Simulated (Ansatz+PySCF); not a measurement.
## singlet PH₃: levels of theory in one basis

```tsv
atom	x (Å)	y (Å)	z (Å)
P	0.0000	0.0000	0.1302
H	1.1965	0.0000	-0.6509
H	-0.5983	1.0362	-0.6509
H	-0.5983	-1.0362	-0.6509
```

Basis set: def2-SVP (spherical functions). Correlated methods keep 5 orbitals frozen. Charge 0, multiplicity 1.

Computed with Ansatz (development build ahead of 0.2.0); each method stands on the lowest determinant of its kind that the runs found. NEVPT2 correlates all electrons. Active spaces start from the frontier orbitals, and the lowest solution found is given.

| method | E − E(RHF) (eV) | <S²> of the determinant |
| --- | --- | --- |
| RHF | 0.00 | 0.00 |
| RHF-CCSD | -4.40 | – |
| RHF-CCSD(T) | -4.50 | – |
| CASSCF(8,7) | -1.36 | – |
| CASSCF(2,2) | -0.40 | – |
| SC-NEVPT2(8,7) | -4.00 | – |
| SC-NEVPT2(2,2) | -3.88 | – |

(1) What does RHF-MP2 give on the same scale?

(2) Is a single determinant a sound starting point here?

Answers

(1) -3.62 eV.

(2) By this sign, yes. Unrestricted orbitals gain 0.00 eV and <S²> is 0.00 against 0.00 for a pure state. The CASSCF(8,7) natural occupations are 1.99, 1.98, 1.97, 1.97, 0.03, 0.03, 0.02. The CASSCF(2,2) natural occupations are 1.98, 0.02.
